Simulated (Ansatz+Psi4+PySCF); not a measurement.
Values are calculated unless marked as measured or tabulated.
A run of PySCF 2.14.0 on singlet SiH3(-) at this shape:

```tsv
atom	x (Å)	y (Å)	z (Å)
Si	0.0159	-0.0060	0.0898
H	-0.0003	1.4310	-0.3609
H	1.2076	-0.7142	-0.3789
H	-1.2161	-0.6996	-0.3530
```

Its results:

```json
{"Converged": "yes", "Reference energy": "-290.63320 hartree", "Correlation energy": "-0.15604 hartree", "Total energy": "-290.78924 hartree", "Spin squared of the determinant": "0.000"}
```

(1) Which input gives this output? Name the method, the orbitals and the basis set, and write the input.

Answers

(1) RHF-MP2 in aug-cc-pVTZ on H; aug-cc-pV(T+d)Z on Si. An unrestricted run that stays on the closed shell gives the same numbers.

```python
from pyscf import gto, scf, mp

# the (T+d) and (D+d) sets load through basis_set_exchange
mol = gto.M(atom="""
Si 0.015950 -0.005990 0.089780
H -0.000290 1.431050 -0.360890
H 1.207640 -0.714180 -0.378860
H -1.216100 -0.699620 -0.353050
""", basis={'H': 'aug-cc-pvtz', 'Si': 'aug-cc-pv(t+d)z'}, charge=-1, spin=0)
mf = scf.RHF(mol)
mf.kernel()
pt = mp.MP2(mf, frozen=5).run()
print(mf.e_tot, pt.e_corr, pt.e_tot)
```
